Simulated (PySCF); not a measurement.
# Spin states of NO

Unrestricted PBE0; basis N def2-TZVPP, O def2-TZVPP; no relativity; PySCF 2.14. Outer shells of the fragments: N 2s2 2p3; O 2s2 2p4.

Followed along the bond (rough minima from three points):

| 2Ms+1 | unpaired | ⟨S²⟩ at the start | R at minimum (Å) | Te (eV) |
| --- | --- | --- | --- | --- |
| 2 | π ↑ | 0.76 | 1.14 | 0.00 |
| 4 | π ↑↑↑ | 3.76 | none in the scan | ≤ 4.55 |

Solutions found at the starting distance of 1.255 Å, counted from the lowest of them; the search is not exhaustive and high or unbound solutions are not listed, so other states can lie among these:

```json
{"2Ms+1": "2", "unpaired": "π ↑", "term": "²Π", "E (eV)": "0.00", "⟨S²⟩": "0.76", "⟨Lz²⟩": "1.01", "μ (D)": "-0.17"}
{"2Ms+1": "4", "unpaired": "π ↑↑↑", "term": "⁴Π", "E (eV)": "4.44", "⟨S²⟩": "3.76", "⟨Lz²⟩": "1.00", "μ (D)": "0.78"}
{"2Ms+1": "4", "unpaired": "σ ↑, π ↑↑", "term": "⁴Σ⁻", "E (eV)": "4.92", "⟨S²⟩": "3.76", "⟨Lz²⟩": "0.00", "μ (D)": "-0.87"}
```

A term symbol is given only where ⟨S²⟩ and ⟨Lz²⟩ are close to those of a pure state; real π, δ and φ orbitals otherwise mix terms. A positive dipole means N(−)O(+).

Counting both spins, an empty level lies below a filled one in some of these solutions, because spin and occupation are held.
